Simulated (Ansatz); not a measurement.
Pulling the pair apart

The pair of H₃O⁺ (SMILES [OH3+], atoms 1–4) and CH₃F (SMILES CF, atoms 5–9), both closed shells, in one local arrangement (a lower one may exist), relaxed at PBE0-D4/def2-TZVP:

```xyz
9
angstrom
O -0.1529 0.2392 -1.8657
H -0.8203 -0.2693 -2.3551
H 0.6512 0.3546 -2.3984
H 0.0303 -0.1242 -0.8838
C 0.0383 0.0115 1.5921
F 0.2834 -0.6304 0.3188
H 0.3977 -0.6930 2.3358
H -1.0341 0.1735 1.6624
H 0.6064 0.9380 1.5938
```

CH₃F is shifted rigidly along the line between the mean atom positions of the two fragments (negative: closer). Counterpoise interaction energies in kJ/mol. Program: Ansatz 0.2.0. Basis: def2-TZVPPD. Cores are frozen in the correlated methods.

```
shift (Å)      HF  r2SCAN-D4  PBE-D4
    -0.13  -110.1     -121.0  -117.0
    -0.07  -116.0     -126.6  -123.6
     0.00  -118.3     -128.4  -126.3
     0.07  -118.1     -127.5  -126.1
     0.16  -115.0     -123.1  -122.5
     0.33  -104.7     -110.1  -110.5
     0.66   -81.8      -82.9   -83.8
     1.33   -49.8      -46.8   -47.3
```

What does CCSD(T) give at these shifts? (Judge from chemistry; the value comes from the calculation.)

The calculation gives: -111.7, -118.0, -120.5, -120.3, -116.8, -105.5, -80.6, -47.0 kJ/mol. For zero shift, CCSD(T) at an estimated basis limit (MP2 extrapolated from triple and quadruple zeta, plus CCSD(T) − MP2 in triple zeta) gives -124.5 kJ/mol. These are counterpoise interaction energies, counted from the two frozen fragments.

No T1 diagnostic of these runs exceeds 0.011.

For scale, one of the runs: CCSD(T)/def2-TZVPPD, 219 basis functions (an equivalent command: `ansatz run in.yaml --threads 4`). Hardware: 4 CPU threads, shared host. Wall time 19 s; peak host memory 3.5 GiB.
